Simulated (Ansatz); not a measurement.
Zinc-blende HgSe was calculated with PBEsol in Ansatz (PAW).

Run with plane-wave cutoff 520 eV, 10×10×10 k mesh, Fermi–Dirac smearing 0.01 eV, scalar-relativistic PAW data made under PBE.

Pressure at four volumes; x = ln(V/28.835 Å³). One pressure is withheld.

```csv
V (Å³/atom),x,P (GPa)
27.105,-0.0619,3.72
28.835,0.0000,0.00
29.989,0.0392,-1.84
30.566,0.0583,?
```

### Question
Pass a parabola P(x) through the three rows shown, estimate the bulk modulus and its pressure derivative near zero pressure, and predict the withheld pressure.

### Answer
Slopes between the rows: (0.00 − (3.72))/(0.0000 − (-0.0619)) = -60.10 and (-1.84 − (0.00))/(0.0392 − (0.0000)) = -46.94 GPa. Their difference over the span 0.1011 is c = 13.16/0.1011 = 130.2 GPa, so P(x) = 3.72 + (-60.10)(x − (-0.0619)) + 130.2 (x − (-0.0619))(x − (0.0000)). At the middle row B = −dP/dx = −[-60.10 + 130.2 × 0.0619] = 52.0 GPa, and B′ = dB/dP = 2c/B = 5.0. At x = 0.0583 the parabola gives -2.59 GPa; the run gives -2.60 GPa. The Birch–Murnaghan fit to the energies at all volumes has B0 = 51.6 GPa and B′ = 5.0.

Measured, for comparison: bulk modulus 50 GPa (temperature not stated, not corrected to a static lattice, sources range from 48.5 to 51.6; as tabulated in Toher et al. (2017), arXiv:1611.05714). Computed less measured: bulk modulus +3.2 % (inside the range of the sources held). A static lattice is as a rule a little smaller and stiffer than an uncorrected measurement, which can account for part of this in the bulk modulus.

Spin–orbit coupling is not included; it can shift volumes and moduli of such heavy elements.

Ansatz is an electronic-structure program.
